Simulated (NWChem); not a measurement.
**CH3BO (Borane carbonyl): PBE0/def2-TZVP**

What is the vertical ionisation energy of CH3BO (Borane carbonyl) at PBE0/def2-TZVP? 

The results are computed with NWChem 7.3.0.

2 further runs of the same task are left out: 2 that didn't finish.

## 1. The system as given

CH3BO has 6 atoms, charge 0, and is taken as a singlet. As SMILES, `[BH3-]C#[O+]`. The coordinates come from a PBE0-D4/def2-TZVP relaxation.

Bond lengths: B1–C2 1.512 Å, C2–O3 1.127 Å, B1–H4 1.209 Å, B1–H5 1.209 Å, B1–H6 1.209 Å. Angles: B1–C2–O3 179.9°, C2–B1–H4 104.6°, C2–B1–H5 104.5°, C2–B1–H6 104.5°, H4–B1–H5 113.9°, H4–B1–H6 113.9°, H5–B1–H6 113.9°.

## 2. Energy and gradient at PBE0/def2-TZVP

Input file ch3bo.nw:

```
start ch3bo
memory stack 880 mb heap 220 mb global 1100 mb

geometry units angstrom noautosym nocenter noautoz
B     -0.275160     0.419730    -0.199910
C      0.494180    -0.755680     0.359250
O      1.068320    -1.631140     0.776320
H     -1.437140     0.121710    -0.050320
H      0.069540     0.485120    -1.356800
H      0.080260     1.360240     0.471460
end

basis spherical bse
* library def2-TZVP
end

dft
xc pbe0
grid fine
convergence energy 1e-08
iterations 100
mulliken
print low
end

task dft gradient
```

On the command line:

```sh
nwchem ch3bo.nw > ch3bo.out
```

The log of the run:

```text
[...]
 d= 0,ls=0.0,diis     1   -139.7822063441 -1.97D+02  6.38D-03  6.64D-01     2.4
[...]
 d= 0,ls=0.0,diis     8   -139.8538575511 -2.70D-09  2.02D-06  2.22D-07    12.9
         Total DFT energy =     -139.853857551103
      One electron energy =     -300.809033903964
           Coulomb energy =      123.062189754384
    Exchange-Corr. energy =      -18.937268003921
 Nuclear repulsion energy =       56.830254602398
[...]
      Total Density - Mulliken Population Analysis
     ---------------------------------------------
    Atom       Charge   Shell Charges
 -----------   ------   -------------------------------------------------------
    1 B    5     5.43   0.91  1.06  0.48  0.47  0.09  1.14  1.05  0.17  0.03  0.03  0.00
    2 C    6     5.67   0.86  1.11  0.63  0.60  0.06  1.15  0.95  0.15  0.04  0.10  0.02
    3 O    8     8.02   0.79  1.18  0.62  0.91  0.29  1.87  1.74  0.59  0.01  0.03  0.00
    4 H    1     0.96   0.25  0.50  0.20  0.01
    5 H    1     0.96   0.25  0.50  0.20  0.01
    6 H    1     0.96   0.25  0.50  0.20  0.01
[...]
                         DFT ENERGY GRADIENTS
    atom               coordinates                        gradient
                 x          y          z           x          y          z
   1 B      -0.519977   0.793175  -0.377775    0.000035  -0.000064   0.000025
   2 C       0.933865  -1.428028   0.678884   -0.000015   0.000013  -0.000007
   3 O       2.018832  -3.082408   1.467032   -0.000034   0.000081  -0.000029
   4 H      -2.715801   0.229999  -0.095091   -0.000024  -0.000007   0.000002
   5 H       0.131412   0.916744  -2.563980    0.000013  -0.000012  -0.000018
   6 H       0.151669   2.570481   0.890930    0.000025  -0.000011   0.000027
 Task  times  cpu:       21.0s     wall:       21.0s
 Total times  cpu:       21.0s     wall:       21.0s
```

It took 22 s on 1 thread of Intel Xeon 6975P-C (Granite Rapids), shared host; peak memory 0.12 GiB.

## 3. The doublet cation: a single-point energy at UPBE0/def2-TZVP

Input file work.xyz:

```xyz
6
CH3BO
B     -0.275160     0.419730    -0.199910
C      0.494180    -0.755680     0.359250
O      1.068320    -1.631140     0.776320
H     -1.437140     0.121710    -0.050320
H      0.069540     0.485120    -1.356800
H      0.080260     1.360240     0.471460
```

Input file run.py:

```python
from ase.io import read
from ase.calculators.nwchem import NWChem

system = read('work.xyz')

calc = NWChem(
    label='work',
    theory='dft',
    memory='2200 mb',
    basis='def2-TZVP',
    basispar='spherical bse',
    charge=1,
    dft={'xc': 'pbe0', 'mult': '2', 'grid': 'fine', 'convergence': 'energy 1e-08', 'iterations': '100', 'mulliken': None},
    task='energy',
)
system.calc = calc

print("Total energy (eV):", round(system.get_potential_energy(), 6))
```

On the command line:

```sh
export ASE_NWCHEM_COMMAND="nwchem PREFIX.nwi > PREFIX.nwo"
python run.py
```

The log of the run:

```text
Total energy (eV): -3793.450701
```

The calculator wrote work.nwi:

```
title "work"

permanent_dir work

scratch_dir work

start work

geometry units angstrom nocenter noautosym noautoz
  B  -2.7516000000000002e-01 4.1972999999999999e-01 -1.9991000000000000e-01
  C  4.9418000000000001e-01 -7.5568000000000002e-01 3.5925000000000001e-01
  O  1.0683199999999999e+00 -1.6311400000000000e+00 7.7632000000000001e-01
  H  -1.4371400000000001e+00 1.2171000000000000e-01 -5.0319999999999997e-02
  H  6.9540000000000005e-02 4.8512000000000000e-01 -1.3568000000000000e+00
  H  8.0259999999999998e-02 1.3602399999999999e+00 4.7145999999999999e-01
end

charge 1

memory 2200 mb

basis spherical bse noprint
   * library def2-TZVP
end

dft
  xc pbe0
  mult 2
  grid fine
  convergence energy 1e-08
  iterations 100
  mulliken
end

task dft energy
```

work.nwo:

```text
Northwest Computational Chemistry Package (NWChem) 7.3.0
             --------------------------------------------------------

           Job information
           ---------------

    nwchem branch   = 7.3.0
    use scalapack   = T
    input           = work.nwi
    prefix          = work.
    data base       = work/work.db
    status          = startup
    nproc           =        1

           Memory information
           ------------------

    heap     =     72089596 doubles =      550.0 Mbytes
    stack    =     72089601 doubles =      550.0 Mbytes
    global   =    144179200 doubles =     1100.0 Mbytes (distinct from heap & stack)
    total    =    288358397 doubles =     2200.0 Mbytes
    verify   = yes
    hardfail = no

           Directory information
           ---------------------

  0 permanent = work
  0 scratch   = work

                                NWChem Input Module
                                -------------------

                                       work
                                       ----

 Scaling coordinates for geometry "geometry" by  1.889725989
 (inverse scale =  0.529177249)

                             Geometry "geometry" -> ""
                             -------------------------

 Output coordinates in angstroms (scale by  1.889725989 to convert to a.u.)

[... 19 lines left out ...]
            Nuclear Dipole moment (a.u.)
[... 64 lines left out ...]
  convergence criterion.
[... 16 lines left out ...]
          Convergence on density requested:  1.00D-05
[... 23 lines left out ...]
          Spatial weights used:  Erf1
[... 3 lines left out ...]
          Convergence aids based upon iterative change in
[... 86 lines left out ...]
         Total DFT energy =     -139.406743097085
[... 1 line left out ...]
           Coulomb energy =      117.069446793470
[... 1 line left out ...]
 Nuclear repulsion energy =       56.830254602398
[... 788 lines left out ...]
                     DFT Final Beta Molecular Orbital Analysis
[... 857 lines left out ...]
   alpha     51     52     53     54     55     56     57     58     59     60
    beta     51     52     53     54     55     57     56     58     59     60
 overlap   0.991  0.989  0.998  0.991  0.992  0.987  0.995  0.994  0.983  0.970

   alpha     61     62     63     64     65     66     67     68     69     70
    beta     61     63     62     65     64     66     67     68     69     70
 overlap   0.991  0.969  0.979  0.965  0.978  0.986  0.994  0.996  0.996  0.993

   alpha     71     72     73     74     75     76     77     78     79     80
    beta     71     72     73     74     75     76     77     78     79     80
 overlap   0.999  0.997  0.998  0.999  0.978  0.998  0.977  0.953  0.989  0.927

   alpha     81     82     83     84     85     86     87     88     89     90
    beta     81     82     83     84     85     86     89     87     88     90
 overlap   0.984  0.969  0.994  0.987  0.997  0.999  0.861  0.945  0.905  0.999

   alpha     91     92     93     94     95     96     97     98     99    100
    beta     91     92     93     94     95     96     97     98    100     99
 overlap   1.000  1.000  1.000  1.000  1.000  1.000  1.000  1.000  0.888  0.888

   alpha    101    102    103    104    105    106    107    108    109    110
    beta    102    101    103    104    105    106    107    108    109    110
 overlap   0.980  0.980  1.000  1.000  1.000  0.984  0.984  1.000  1.000  1.000

   alpha    111
    beta    111
 overlap   1.000

     --------------------------
     Expectation value of S2:
     --------------------------
      <S2> =      0.7602 (Exact =     0.7500)

 center of mass
 --------------
 x =   0.84042370 y =  -1.28392847 z =   0.61080282

 moments of inertia (a.u.)
 ------------------
         154.927320204961          74.843223160901         -35.625095945238
          74.843223160901          89.701869848814          54.384922008188
         -35.625095945238          54.384922008188         178.068025697067

     Multipole analysis of the density
     ---------------------------------

     L   x y z        total         alpha         beta         nuclear
     -   - - -        -----         -----         ----         -------
     0   0 0 0      1.000000    -11.000000    -10.000000     22.000000

     1   1 0 0     -0.080346     -7.955791     -8.845796     16.721240
[... 8 lines of this table left out ...]
     2   0 0 2    -10.705401    -20.117379    -18.661152     28.073130

 Task  times  cpu:       45.3s     wall:       45.3s
 Total times  cpu:       45.3s     wall:       45.3s
```

Wall time 47 s (1 thread of Intel Xeon 6975P-C (Granite Rapids), shared host); peak memory 0.12 GiB.

## 4. Outcome

At PBE0/def2-TZVP:

```
                                          quantity          value
                       singlet CH3BO: total energy  -139.85386 Eh
           singlet CH3BO: largest force on an atom     0.005 eV/Å
                      doublet cation: total energy  -139.40674 Eh
doublet cation: HOMO energy (highest over α and β)      -17.07 eV
 doublet cation: LUMO energy (lowest over α and β)      -14.70 eV
                              doublet cation: ⟨S²⟩          0.760
vertical ionisation energy (to the doublet cation)      12.167 eV
```

The vertical ionisation energy comes to 12.17 eV (281 kcal/mol). Mulliken charges (singlet CH3BO) run from -0.43 on B1 to +0.33 on C2. Mulliken charges (doublet cation) run from -0.29 on B1 to +0.37 on C2; they depend strongly on the basis.
